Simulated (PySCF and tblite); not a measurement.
Computed ¹H and ¹³C shifts (ppm) of 4 molecules with 5 carbons each, averaged over conformers at 298.15 K: GIAO PBE0/pcSseg-1 (IEF-PCM, chloroform) on PBE0-D3(BJ)/def2-SVP geometries, unscaled, against TMS (¹H), TMS (¹³C) at the same level; H on other atoms than carbon is left out (PySCF, tblite).

P. ¹H: 2.31 (2H), 1.46 (2H), 1.35 (2H), 1.00 (3H) ¹³C: 130.1 (1C), 30.5 (1C), 25.2 (1C), 18.1 (1C), 15.2 (1C)
Q. ¹H: 6.15 (1H), 5.38 (1H), 5.33 (1H), 2.02 (2H), 1.32 (2H), 0.95 (3H) ¹³C: 150.6 (1C), 122.5 (1C), 40.0 (1C), 25.1 (1C), 15.4 (1C)
R. ¹H: 2.38 (1H), 2.22 (3H), 1.04 (6H) ¹³C: 222.1 (1C), 43.9 (1C), 30.3 (1C), 20.4 (2C)
S. ¹H: 5.64 (1H), 5.63 (1H), 2.08 (2H), 1.76 (3H), 0.96 (3H) ¹³C: 141.3 (1C), 133.0 (1C), 23.7 (1C), 16.7 (1C), 15.2 (1C)

The molecules:
1. C5H9N, SMILES CCCCC#N
2. 2-Pentene, (Z)-, C5H10, SMILES C/C=C\CC
3. C₅H₁₀, SMILES C=CCCC
4. C₅H₁₀O, SMILES CC(=O)C(C)C

(1) Which spectrum belongs to which molecule?

Unscaled shifts at such levels can be off by 15 ppm or more for ¹³C and 0.8 ppm for ¹H.

For scale, the study of CCCCC#N took 3.2 min on 1 thread of AMD EPYC 7B13, shared host (rough), launched as `OMP_NUM_THREADS=1 python ens_run.py task.json out`.

Results:

(1) P is 1; Q is 3; R is 4; S is 2.

Assigned:
1. [CH3:1][CH2:2][CH2:3][CH2:4][C:5]#[N:6]: ¹³C: 130.1 (C5), 30.5 (C3), 25.2 (C2), 18.1 (C4), 15.2 (C1) ppm.
2. [CH3:1]/[CH:2]=[CH:3]\[CH2:4][CH3:5]: ¹³C: 141.3 (C3), 133.0 (C2), 23.7 (C4), 16.7 (C5), 15.2 (C1) ppm.
3. [CH2:1]=[CH:2][CH2:3][CH2:4][CH3:5]: ¹³C: 150.6 (C2), 122.5 (C1), 40.0 (C3), 25.1 (C4), 15.4 (C5) ppm.
4. [CH3:1][C:2](=[O:3])[CH:4]([CH3:5])[CH3:6]: ¹³C: 222.1 (C2), 43.9 (C4), 30.3 (C1), 20.4 (C5/C6) ppm.
